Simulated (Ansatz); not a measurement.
**H₃S+ (triplet): wB97X-V, wB97M-V over a scan of the distance S1–H3, 6-31G**

Aim: run H₃S+ (triplet) with these functionals over a scan of the distance S1–H3, and hold them against the top wave-function level at the same points.

Program: Ansatz 0.2.0, Gaussian basis. Level of theory: 6-31G, all electrons in the functionals. These are calculated values, not measurements.

Plan: wB97X-V, wB97M-V, at 1.228 Å; 1.360 Å; 1.520 Å; 1.694 Å; 1.860 Å; 2.113 Å; 2.478 Å; 2.785 Å; 3.289 Å; 4.029 Å; 5.128 Å.

14 further runs of the same task are left out: 7 that didn't finish, 7 set aside as unsound or not needed.

**1. The system**

The geometry derives from a PBE0/def2-TZVP stationary point (not a proven minimum). One bond is set to the value named and the two fragments are kept rigid.

4 atoms, charge 1, spin multiplicity 3.

Atoms are counted from 1 here; the program's logs count them from 0.

Bond lengths: S1–H2 1.357 Å, S1–H3 1.520 Å, S1–H4 1.520 Å. Angles: H2–S1–H3 89.9°, H2–S1–H4 89.9°, H3–S1–H4 179.9°.

No dispersion term is added; wB97X-V, wB97M-V hold VV10 nonlocal correlation.

The geometry shown and the zero of energy belong to the point 1.520 Å. The yardstick, FCI, and other wave-function levels (R restricted, U unrestricted, valence and pair active spaces) come from earlier runs.

**2. wB97X-V, 1.228 Å**

Contents of in.yaml:

```yaml
crystal:
  periodic: [false, false, false]
  atoms:
    - {symbol: S, position_ang: [0.000000, -0.039093, 0.008391]}
    - {symbol: H, position_ang: [0.000000, 1.318387, 0.008391]}
    - {symbol: H, position_ang: [0.000000, -0.037550, 1.236391]}
    - {symbol: H, position_ang: [0.000000, -0.037182, -1.511736]}
basis:
  gaussian: {orbitals: 6-31G}
total_charge: 1
magnetization: {spin_polarized: true, initial_magnetization: 2}
hamiltonian: {xc: {name: wB97X-V}}
```

Run with:

```console
$ ansatz run in.yaml --threads 1 --pin off --events-out ev --progress --plain --max-ram 2393MiB
```

Further steps of the session: wB97X-V, 1.360 Å; wB97X-V, 1.520 Å; wB97X-V, 1.694 Å; wB97X-V, 1.860 Å; wB97X-V, 2.113 Å; wB97X-V, 2.478 Å; wB97X-V, 2.785 Å; wB97X-V, 3.289 Å; wB97X-V, 4.029 Å; wB97X-V, 5.128 Å; wB97M-V, 1.228 Å; wB97M-V, 1.360 Å; wB97M-V, 1.520 Å; wB97M-V, 1.694 Å; wB97M-V, 1.860 Å; wB97M-V, 2.113 Å; wB97M-V, 2.478 Å; wB97M-V, 2.785 Å; wB97M-V, 3.289 Å; wB97M-V, 4.029 Å; wB97M-V, 5.128 Å.

Before running them: what should the planned runs give, taken together? Wanted: span of the FCI curve; largest miss, wB97X-V; largest miss, wB97M-V.

**Answer**, as computed:

```
             quantity                value
span of the FCI curve             2.095 eV
largest miss, wB97X-V  +0.316 eV (5.128 Å)
largest miss, wB97M-V  +0.395 eV (5.128 Å)
```

What this shows: Of the functionals, wB97X-V keep the smallest largest miss at the points compared (at most 0.316 eV) and wB97M-V strays most (0.395 eV, at 5.128 Å). Functionals and the yardstick converge differently with the basis, so part of each miss in 6-31G is the basis.
